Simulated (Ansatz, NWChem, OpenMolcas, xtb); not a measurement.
Ligand exchange: HCl + HOF → H2O + ClF

Species: HCl (hydrogen chloride), singlet; HOF (hypofluorous acid) `OF`, singlet; H2O (water) `O`, singlet; ClF (chlorine monofluoride), singlet. The partners trade Cl for OH: H–Cl and F–OH bonds give way to H–OH and F–Cl.

Shapes, held fixed at every level: PBE0-D4/def2-TZVP. Programs: Ansatz 0.2.0, NWChem 7.3.0, OpenMolcas 26.06, xtb 6.7.1. A level may come from different programs for different species; with the same settings they agree closely. The zero-point and thermal change to 298 K, harmonic and unscaled (PBE0-D4/def2-TZVP), is +6.2 kJ/mol.

```tsv
level	kind	ΔH(298 K) (kJ/mol)
GFN2-xTB	semi-empirical	-109.5
HF/STO-3G	Hartree–Fock	+37.6
HF/3-21G	Hartree–Fock	-43.7
HF/def2-SVP	Hartree–Fock	-96.5
B3LYP/6-31G* (spherical functions)	global hybrid	-80.2
PBE0/def2-SVP	global hybrid	-79.5
```

PBE0/def2-SVP gives ΔH(298 K) = -79.5 kJ/mol; the levels span -109.5 to +37.6. They disagree on the sign: 1 of 6 are positive. The median of the levels is -79.8. No measured value is set beside it here. Rows in sets without polarisation functions are far from converged.
